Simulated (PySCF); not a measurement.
C4H5Cl.
InChI=1S/C4H5Cl/c1-2-3-4-5/h3H,1,4H2

Level of theory: EOM-IP-CCSD/aug-cc-pVDZ in PySCF, restricted Hartree–Fock reference, 9 core orbitals frozen, non-relativistic, gas phase, PBE0-D3(BJ)/def2-SVP geometry.

Hartree–Fock orbital energies give these Koopmans values (eV): HOMO 10.29, HOMO-1 10.61, HOMO-2 11.87, HOMO-3 12.09, HOMO-4 15.01, HOMO-5 15.82, HOMO-6 16.71, HOMO-7 17.04.

Q: What vertical ionisation energies does EOM-IP-CCSD give?

A: 
```tsv
leading hole (HF orbital)	Koopmans (eV)	EOM-IP-CCSD (eV)	change (eV)	one-hole share
HOMO	10.29	9.94	-0.35	0.96
HOMO-1	10.61	10.27	-0.34	0.96
HOMO-2	11.87	10.98	-0.89	0.95
HOMO-3	12.09	11.20	-0.89	0.95
HOMO-4	15.01	14.01	-1.00	0.95
HOMO-5	15.82	14.52	-1.30	0.94
HOMO-6	16.71	15.21	-1.50	0.94
HOMO-7	17.04	15.47	-1.57	0.93
```

Q: Does the order of the lines follow the orbital energies?

A: Yes, no two lines change places. The corrections run from -1.57 to -0.34 eV, with a mean of -0.98 eV over the 8 lines; no line lies above its Koopmans value.

Q: At what kinetic energies would He I light (21.22 eV) eject these electrons?

A: 11.28 eV (HOMO), 10.95 eV (HOMO-1), 10.24 eV (HOMO-2), 10.02 eV (HOMO-3), 7.21 eV (HOMO-4), 6.70 eV (HOMO-5), 6.01 eV (HOMO-6), 5.75 eV (HOMO-7).

Q: What total energy has the lowest final state, and which wavelength reaches it?

A: E(CCSD) + ionisation energy = -614.58632 + 0.36528 = -614.22104 Eh, at the geometry of the initial state. The threshold wavelength is 1239.84 eV nm/9.94 eV = 124.7 nm.

One root was sought for each valence orbital with −ε under 21 eV, eight at most, so deeper holes and satellites are missing; no vibrational structure.

On Arm Neoverse V2, one thread, no GPU, shared host, this took 5.0 min and 2.9 GiB of memory at its peak.

Shape of the structure used: `[CH2:1]=[C:2]=[CH:3][CH2:4][Cl:5]`: C2–C3–C4–Cl5 -119°.

One conformer stands for the species.
